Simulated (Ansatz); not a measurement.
**BNH2Cl (SMILES N[B]Cl) at 6 levels**

Wanted: a comparison of 6 runs (UHF/STO-3G, U-revPBE/STO-3G, U-wB97X/STO-3G, UB3LYP/STO-3G, UCAM-B3LYP/STO-3G, UMP2/STO-3G) of BNH2Cl. 

Program for the calculation: Ansatz 0.2.0.

76 further runs of the same task are left out: 76 set aside as unsound or not needed.

### Step 1. The structure to begin with

BNH2Cl has 5 atoms, charge 0, and is taken as a doublet. As SMILES, `N[B]Cl`. The H5–N1 distance was set to 2.526 Å, away from the relaxed value. At this shape a bond of the SMILES string is far longer than usual.

Bond lengths: N1–B2 1.376 Å, B2–Cl3 1.746 Å, N1–H4 1.005 Å. Angles: N1–B2–Cl3 124.3°, B2–N1–H4 122.3°.

### Step 2. A single-point energy at UHF/STO-3G (run 1)

input.yaml reads:

```yaml
crystal:
  periodic: [false, false, false]
  atoms:
    - symbol: "N"
      position_ang: [-1.308694, 0.092602, 0.859143]
    - symbol: B
      position_ang: [-1.073094, -0.864098, 1.820243]
    - symbol: Cl
      position_ang: [0.368506, -1.845698, 1.900443]
    - symbol: H
      position_ang: [-2.151394, 0.640402, 0.842743]
    - symbol: H
      position_ang: [0.315800, 0.625100, -1.000600]
basis:
  gaussian:
    orbitals: STO-3G
magnetization:
  spin_polarized: true
  initial_magnetization: 1
hamiltonian:
  xc: hf
accuracy: high
```

Run with:

```
ansatz run input.yaml --threads 1 --pin off --max-ram 2610MiB --events-out events.jsonl --progress --plain --runs-dir runs
```

Log:

```text
Warning: RAYON_NUM_THREADS=1 ignored (pool sized by the plan → 1); use --threads N
Functional definition: HF
  name "HF"
  exchange = exact_x
  correlation = 0
371 factors; integrals over basis functions are off by at most 2.5e-8 eV
mean field evaluation 1: about -14518.4480 eV, gradient 2.2e1 eV
mean field evaluation 2: about -14518.4950 eV, gradient 2.2e1 eV
mean field evaluation 4: about -14522.2340 eV, gradient 1.7e0 eV
mean field evaluation 8: about -14522.2809 eV, gradient 5.8e-2 eV
mean field evaluation 16: about -14522.8386 eV, gradient 2.4e-2 eV
mean field evaluation 32: about -14521.6639 eV, gradient 9.7e-2 eV
mean field evaluation 64: about -14522.8108 eV, gradient 2.7e-1 eV
mean field evaluation 96: about -14521.6140 eV, gradient 1.5e0 eV
mean field evaluation 128: about -14517.5655 eV, gradient 9.6e0 eV
mean field evaluation 160: about -14522.8045 eV, gradient 7.8e-1 eV
mean field evaluation 192: about -14522.2776 eV, gradient 3.1e-4 eV
mean field -14522.91594120 eV, -533.7073168532 hartree, gradient 2.8e-8 eV, S^2 1.461371; 7 other end points of the search recorded, 0 dependent functions left out
reference -14522.91594120 eV, -533.7073168532 hartree; 16, 15 occupied and 5, 6 virtual orbitals, 371 factors
Total energy: -14522.91594120 eV, -533.7073168532 hartree
```

Run time: 0.54 s. Hardware: 1 thread of Arm Neoverse V1, shared host.

### Step 3. A single-point energy at U-revPBE/STO-3G (run 2)

job.yaml reads:

```yaml
crystal:
  periodic: [false, false, false]
  atoms:
    - {symbol: N, position_ang: [-1.308694, 0.092602, 0.859143]}
    - {symbol: B, position_ang: [-1.073094, -0.864098, 1.820243]}
    - {symbol: Cl, position_ang: [0.368506, -1.845698, 1.900443]}
    - {symbol: H, position_ang: [-2.151394, 0.640402, 0.842743]}
    - {symbol: H, position_ang: [0.315800, 0.625100, -1.000600]}
basis:
  gaussian:
    orbitals: STO-3G
magnetization:
  spin_polarized: true
  initial_magnetization: 1
hamiltonian:
  xc: {name: revPBE}
accuracy: high
```

Run with:

```
ansatz run job.yaml --threads 1 --pin off --max-ram 2610MiB --events-out events.jsonl --progress --plain --runs-dir runs
```

Log:

```text
Warning: RAYON_NUM_THREADS=1 ignored (pool sized by the plan → 1); use --threads N
Functional definition: revPBE
  name "revPBE"
  parameter kappa = 1.245
  parameter beta = 0.06672455060314922
  exchange = pbe_x(kappa = kappa, mu = beta*pi^2/3)
  correlation = pbe_c(beta = beta)
371 factors; integrals over basis functions are off by at most 2.5e-8 eV
mean field evaluation 1: about -14546.0999 eV, gradient 2.4e1 eV
mean field evaluation 2: about -14486.0455 eV, gradient 8.8e1 eV
mean field evaluation 4: about -14550.1286 eV, gradient 4.6e0 eV
mean field evaluation 8: about -14550.2279 eV, gradient 1.8e-1 eV
mean field evaluation 16: about -14550.2285 eV, gradient 6.6e-6 eV
mean field -14550.22845140 eV, -534.7110330900 hartree, gradient 7.2e-9 eV, S^2 0.754436; 2 other end points of the search recorded, 0 dependent functions left out
reference -14550.22845407 eV, -534.7110331880 hartree; 16, 15 occupied and 5, 6 virtual orbitals, 371 factors
Total energy: -14550.22845407 eV, -534.7110331880 hartree
```

It took 2.1 s on 1 thread of Arm Neoverse V1, shared host; peak memory 0.13 GiB.

### Step 4. A single-point energy at U-wB97X/STO-3G (run 3)

Edit job.yaml of step 3 so:

```diff
@@ -9,9 +9,5 @@
 basis:
-  gaussian:
-    orbitals: STO-3G
-magnetization:
-  spin_polarized: true
-  initial_magnetization: 1
-hamiltonian:
-  xc: {name: revPBE}
+  gaussian: {orbitals: STO-3G}
+magnetization: {spin_polarized: true, initial_magnetization: 1}
+hamiltonian: {xc: {name: wB97X}}
 accuracy: high
```

Run with:

```
ansatz run job.yaml --threads 1 --pin off --max-ram 2610MiB --events-out events.jsonl --progress --plain --runs-dir runs
```

Log (excerpt; [...] marks lines left out):

```text
Warning: RAYON_NUM_THREADS=1 ignored (pool sized by the plan → 1); use --threads N
Functional definition: wB97X
  name "wB97X"
[...]
      + exact_x_lr(omega)
[...]
      + integral(e_c_pw_opposite_spin*poly(b97_u_opposite, 1, cos1, cos2, cos3, cos4))
371 factors; integrals over basis functions are off by at most 2.5e-8 eV
155 factors; integrals over basis functions are off by at most 6.4e-10 eV
[...]
mean field -14552.12435000 eV, -534.7807060785 hartree, gradient 7.0e-8 eV, S^2 0.765779; 2 other end points of the search recorded, 0 dependent functions left out
reference -14552.12434909 eV, -534.7807060449 hartree; 16, 15 occupied and 5, 6 virtual orbitals, 371 factors
Total energy: -14552.12434909 eV, -534.7807060449 hartree
```

Run time: 12 s. Hardware: 1 thread of Arm Neoverse V1, shared host; peak memory 0.39 GiB.

Runs 4 to 5 aren't shown in full; the table further down has their settings and results.

### Step 5. A single-point energy at UMP2/STO-3G (run 6)

in.yaml reads:

```yaml
crystal:
  periodic: [false, false, false]
  atoms:
    - {symbol: "N", position_ang: [-1.308694, 0.092602, 0.859143]}
    - {symbol: B, position_ang: [-1.073094, -0.864098, 1.820243]}
    - {symbol: Cl, position_ang: [0.368506, -1.845698, 1.900443]}
    - {symbol: H, position_ang: [-2.151394, 0.640402, 0.842743]}
    - {symbol: H, position_ang: [0.315800, 0.625100, -1.000600]}
basis:
  gaussian: {orbitals: STO-3G}
magnetization: {spin_polarized: true, initial_magnetization: 1}
correlation: {method: mp2, frozen_orbitals: {B: 1, Cl: 5, H: 0, "N": 1}}
accuracy: high
```

Run with:

```
ansatz run in.yaml --threads 1 --pin off --max-ram 2610MiB --events-out events.jsonl --progress --plain --runs-dir runs
```

Log (excerpt; [...] marks lines left out):

```text
Warning: RAYON_NUM_THREADS=1 ignored (pool sized by the plan → 1); use --threads N
[... 2 set-up lines as earlier in the session ...]
[...]
371 factors; integrals over basis functions are off by at most 2.5e-8 eV
[...]
mean field -14522.91594120 eV, -533.7073168532 hartree, gradient 2.7e-8 eV, S^2 1.461371; 18 other end points of the search recorded, 0 dependent functions left out
7 core orbitals not correlated: weight in the atoms' cores, before any rotation towards them, 1.000 or more for the frozen orbitals, at most 0.000 for the correlated occupied ones
reference -14522.91594120 eV, -533.7073168532 hartree; 9, 8 occupied and 5, 6 virtual orbitals, 371 factors
second order -2.36959442 eV of doubles, -0.00000000 eV of singles
Total energy: -14525.28553562 eV, -533.7943978419 hartree
```

It took 0.67 s on 1 thread of Arm Neoverse V1, shared host.

### Step 6. All runs side by side

| run | level | frozen core orbitals | energy (Eh) | ⟨S²⟩ | wall time |
| --- | --- | --- | --- | --- | --- |
| 1 | UHF/STO-3G | – | -533.707317 | 1.461 | 0.54 s |
| 2 | U-revPBE/STO-3G | – | -534.711033 | 0.754 | 2.1 s |
| 3 | U-wB97X/STO-3G | – | -534.780706 | 0.766 | 12 s |
| 4 | UB3LYP/STO-3G | – | -534.791663 | 0.761 | 2.5 s |
| 5 | UCAM-B3LYP/STO-3G | – | -534.722813 | 0.771 | 2.9 s |
| 6 | UMP2/STO-3G | 7 | -533.794398 | 1.461 | 0.67 s |

### Step 7. Results

```
                                          quantity          value
                               run 6: total energy  -533.79440 Eh
run 6: correlation energy (7 core orbitals frozen)      -87.1 mEh
          run 6: ⟨S²⟩ of the reference determinant          1.461
```

What this shows: Totals of different functionals can't be ranked against each other. In runs 1, 2, 3, 4, 5, 6 the basis is minimal, so the values are rough. Spin contamination of the reference: run 6 ⟨S²⟩ = 1.46, run 1 ⟨S²⟩ = 1.46. Where it is this large, the reference is a mixture of spin states, and values that rest on it are in doubt. All runs together took 21 s, the longest 12 s.
